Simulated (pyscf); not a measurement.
`[OH][SiH2][F]` + `[F][AlH][F]` → `[F][Al]([F])[F]` + `[OH][SiH3]`, a four-centre exchange (singlet surface; F–Si, Al–H broken, Al–F, H–Si formed). Optimised with ωB97X-D3(BJ)/def2-SVP in PySCF. Energies in kcal/mol from the separated reactants.

Small-basis levels: PySCF, no dispersion term, spherical d functions. AM1 to PM7: differences of heats of formation from MOPAC, which are fitted to 298 K values and so differ in kind from electronic energies by zero-point and thermal terms. GFN2-xTB: tblite. Cost: rough CPU time at the saddle relative to B3LYP/6-31G*, from one job on a shared machine.

| level | barrier | reaction energy | cost |
|---|---|---|---|
| HF/STO-3G | -2.9 | -13.9 | 0.04 |
| HF/3-21G | -9.2 | -2.2 | 0.06 |
| PBE/6-31G* | -10.8 | -2.7 | 2 |
| B3LYP/STO-3G | -18.6 | -13.8 | 0.6 |
| B3LYP/3-21G | -18.2 | -1.4 | 0.7 |
| M06-2X/6-31G* | -9.9 | -2.6 | 3 |
| B3LYP/6-311+G** | 0.3 | -3.3 | 2 |
| B3LYP/def2-SVP | -6.2 | -3.8 | 1 |
| GFN2-xTB | 2.4 | +6.9 | under 0.02 |
| AM1 | 7.8 | -0.6 | under 0.02 |
| PM3 | -7.0 | -34.5 | under 0.02 |
| PM7 | -13.3 | -15.0 | under 0.02 |
| ωB97M-D3(BJ)/def2-TZVP | -2.4 | -2.2 | – |

Against the last row the barrier runs from -16.2 (B3LYP/STO-3G) to +10.2 kcal/mol (AM1). ωB97M-D3(BJ)/def2-TZVP has limits of its own. On the reactant side the descent ends in an adduct with a Al–F contact, 15.6 kcal/mol under the separated species and 9.9 kcal/mol under the saddle at ωB97X-D3(BJ)/def2-TZVP. On the product side the descent ends in an adduct with a Al–Si, Al–H contact, 16.4 kcal/mol under the separated species and 13.3 kcal/mol under the saddle at ωB97X-D3(BJ)/def2-TZVP. At ωB97M-D3(BJ) the saddle lies under the separated reactants, which points to a path from their complex (located at ωB97X-D3(BJ) alone). At ωB97M-D3(BJ) the saddle lies under the separated products, which points to a path from their complex (located at ωB97X-D3(BJ) alone). What is counted as formed (Al–F) is already present as a longer contact in the reactant adduct; forming that adduct is a step of its own. What is counted as broken (Al–H) persists as a longer contact in the product adduct; parting that adduct is a step of its own. At ωB97X-D3(BJ)/def2-TZVP the barrier from the zero used here is -5.7 kcal/mol. This is the saddle that the search found; another between the same sides may lie lower.
